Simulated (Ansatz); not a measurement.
1T (CdI2-type) PdTe₂

Level of theory: PBEsol+SOC (Ansatz, an electronic-structure program, plane waves, PAW).

Numerical settings: plane-wave cutoff 520 eV, 18×18×12 k mesh (along the axes of the cell as run), Fermi–Dirac smearing 0.05 eV, PAW data made under PBE.

Cell: relaxed at this level.

```yaml
equilibrium_volume_per_atom: 23.98 Å³/atom
bulk modulus B0: 64.6 GPa
band_gap: zero (no gap)
equilibrium_lattice_constant_a: 4.038 Å
c axis length: 5.095 Å
pressure derivative B′ of the bulk modulus: 7.8
```

Note: the cell comes from a level without a dispersion term, which matters for the spacing of layers, chains or molecules; the bulk modulus comes from volumes at which shape and atoms were relaxed.

The computed numbers hold no vibrational or temperature effects.
